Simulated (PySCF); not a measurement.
**AlH under other conditions**

Aim: change spin, charge, geometry, field or solvent of AlH, one at a time, and compare with the base run.

The runs use PySCF 2.14.0; each script names its method and basis.

1 further run of the same task is left out (it didn't finish).

## (1) Starting geometry

AlH: 2 atoms, charge 0, spin multiplicity 1.

Bond lengths: Al1–H2 1.515 Å.

## (2) The run that the others are compared with

The input, input.py:

```python
from pyscf import gto, scf, cc

mol = gto.M(
    atom='Al 0 0 0; H 0 0 1.515',
    basis='def2-tzvp',
    charge=0,
    spin=0,
    verbose=4,
)
mf = scf.RHF(mol)
mf = mf.density_fit(auxbasis='def2-universal-jkfit')
mf.kernel()
mycc = cc.CCSD(mf, frozen=5)
mycc.kernel()
mycc.ccsd_t()
mf.dip_moment()
print('orbital energies (hartree):', mf.mo_energy[..., max(0, mol.nelec[1]-3):mol.nelec[0]+3].round(4))
```

Command:

```sh
> python input.py
```

The log of this run is left out.

In short: E(SCF) = -242.453566 Eh, 8 cycles, E(CCSD) − E(SCF) = -0.07890 Eh, (T) = -0.00128 Eh, μ = 0.62 D (of the SCF density).

The bond length is a typed value, not an optimised one.

## (3) Bond 4.545 Å

Edit 1 changes bond length: 1.515 Å → 4.545 Å.

The input, input.py:

```python
from pyscf import gto, scf, cc

mol = gto.M(
    atom='Al 0 0 0; H 0 0 4.545',
    basis='def2-tzvp',
    charge=0,
    spin=0,
    verbose=4,
)
mf = scf.RHF(mol)
mf = mf.density_fit(auxbasis='def2-universal-jkfit')
mf.kernel()
mycc = cc.CCSD(mf, frozen=5)
mycc.kernel()
mycc.ccsd_t()
mf.dip_moment()
print('orbital energies (hartree):', mf.mo_energy[..., max(0, mol.nelec[1]-3):mol.nelec[0]+3].round(4))
```

Command:

```sh
> python input.py
```

## (4) Bond 1.894 Å

Edit 2 changes bond length: 1.515 Å → 1.894 Å.

Edit input.py of step 2 so:

```diff
@@ -3,3 +3,3 @@
 mol = gto.M(
-    atom='Al 0 0 0; H 0 0 1.515',
+    atom='Al 0 0 0; H 0 0 1.894',
     basis='def2-tzvp',
```

## (5) Lengths in bohr

Edit 3 changes length unit: angstrom → bohr; bond length: 1.515 Å → 1.515 bohr.

Edit input.py of step 2 so:

```diff
@@ -7,2 +7,3 @@
     spin=0,
+    unit='bohr',
     verbose=4,
```

## (6) Bond 1.56 Å

Edit 4 changes bond length: 1.515 Å → 1.56 Å.

Edit input.py of step 2 so:

```diff
@@ -3,3 +3,3 @@
 mol = gto.M(
-    atom='Al 0 0 0; H 0 0 1.515',
+    atom='Al 0 0 0; H 0 0 1.56',
     basis='def2-tzvp',
```

## (7) Electric field -0.01 a.u.

Edit 5 changes electric field: none → -0.01 a.u.

Edit input.py of step 2 so:

```diff
@@ -11,2 +11,7 @@
 mf = mf.density_fit(auxbasis='def2-universal-jkfit')
+field = -0.01  # electric field along z, atomic units
+h = mf.get_hcore() + field*mol.intor('int1e_r')[2]
+mf.get_hcore = lambda *args: h
+e_nuc = mol.energy_nuc() - field*mol.atom_charges() @ mol.atom_coords()[:, 2]
+mf.energy_nuc = lambda *args: e_nuc
 mf.kernel()
```

**Question.** What will these runs give? Wanted: for each run, E(SCF); from base; gap; SCF dipole; after the SCF.

As calculated:

```
                          run  E(SCF) (hartree)  from base (eV)  cycles  gap (eV)  SCF dipole (D)                               after the SCF
                         base       -242.453566               0       8      8.61            0.62  CCSD(T) correlation -2.182 eV, core frozen
                 bond 4.545 Å       -242.287027         +4.5318       9      4.25           12.29  CCSD(T) correlation -4.223 eV, core frozen
                 bond 1.894 Å       -242.448878         +0.1276       8      8.70            1.01  CCSD(T) correlation -2.193 eV, core frozen
lengths in bohr (poor choice)       -241.878035  not comparable       8      7.99            2.36  CCSD(T) correlation -2.326 eV, core frozen
                  bond 1.56 Å       -242.456013         -0.0666       8      8.64            0.45  CCSD(T) correlation -2.181 eV, core frozen
    electric field -0.01 a.u.       -242.453073         +0.0134       8      8.50            0.37  CCSD(T) correlation -2.200 eV, core frozen
```

The largest comparable shift of the SCF energy, +4.532 eV, comes with the run “bond 4.545 Å”. With bond 4.545 Å the frontier gap moves by over 1.5 eV, which can mean another electronic state rather than the bond length alone. Rows marked «poor choice» come from settings spoiled on purpose.
